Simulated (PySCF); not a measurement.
**Molecular orbitals of AlO**

UHF at R = 1.636 Å; Al cc-pV(D+d)Z, O cc-pVDZ; no relativity (PySCF 2.14). State: ²Σ⁺ (doublet), unpaired electrons σ ↑. Only the outer orbitals are listed, counted within each symmetry.

```csv
spin,orbital,occ.,ε (eV),on Al (%),main shells (%)
α,5σ,1,-35.62,6,93 O s
α,6σ,1,-17.88,10,87 O p
α,2π,1,-14.08,8,92 O p
α,2π,1,-14.08,8,92 O p
α,7σ,1,-9.60,97,"75 Al s, 22 Al p"
α,3π,0,1.52,98,95 Al p
α,3π,0,1.52,98,95 Al p
α,8σ,0,3.73,102,"79 Al p, 12 Al s, 11 Al d"
β,5σ,1,-31.72,8,91 O s
β,2π,1,-12.70,12,"88 O p, 8 Al p"
β,2π,1,-12.70,12,"88 O p, 8 Al p"
β,6σ,1,-9.83,84,"79 Al s, 12 O p"
β,7σ,0,0.87,42,"56 O p, 25 Al p, 17 Al s"
β,3π,0,1.76,95,93 Al p
β,3π,0,1.76,95,93 Al p
```

Question: Which are the highest filled and the lowest empty level, where do they sit, and how wide is the gap?

Answer: Highest filled α 7σ at -9.60 eV (in %: 75 Al s, 22 Al p); lowest empty β 7σ at 0.87 eV (in %: 56 O p, 25 Al p, 17 Al s); the gap at UHF is 10.47 eV. An empty level above zero is unbound, and its energy depends on the basis.

| Item | Value |
| --- | --- |
| bond order (Mayer) | 1.27 |
| ⟨S²⟩ | 0.799 |
| charge on Al (Mulliken, basis-dependent) | 0.54 |
| charge on Al (Löwdin, basis-dependent) | 0.44 |
| dipole moment (positive dipole means Al(−)O(+)) | -2.12 D |
| polarisability along the bond | 59.9 bohr³ |
| polarisability across the bond | 25.5 bohr³ |

Shares are Mulliken populations and can fall outside 0 to 100 %.

The state is the lowest determinant that a PBE0 search found; another state may lie lower at other levels.
